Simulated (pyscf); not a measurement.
PySCF, gas phase, ωB97X-D3(BJ)/def2-SVP geometries.

**Question.** For H₂N–SiH(NH₂)–F + H• → H₂N–Si•(NH₂)–F + H₂, a hydrogen abstraction (doublet surface; H–Si broken, H–H formed), PBE/def2-TZVP gives ΔE‡ = -0.3 kcal/mol and ΔE = -10.7 kcal/mol (zero: the separated reactants). In which direction and how far do r²SCAN/def2-TZVP, M06-2X/def2-TZVP, ωB97M-D3(BJ)/def2-TZVP move these?

**Answer.** r²SCAN: ΔE‡ = -0.3 kcal/mol, ΔE = -11.0 kcal/mol; M06-2X: ΔE‡ = 7.1 kcal/mol, ΔE = -8.9 kcal/mol; ωB97M-D3(BJ): ΔE‡ = 6.0 kcal/mol, ΔE = -5.6 kcal/mol. PBE's barrier matches one of them and lies within 7.3 kcal/mol of the others. Its reaction energy lies among theirs. At PBE, r²SCAN this geometry lies under the reactants; that is no barrier but a single point on another level's saddle; such a level's own saddle, if it has one, lies nearer that side and is low. One saddle was located; it need not be the lowest between these sides. The angle at the transferred H is 174°.
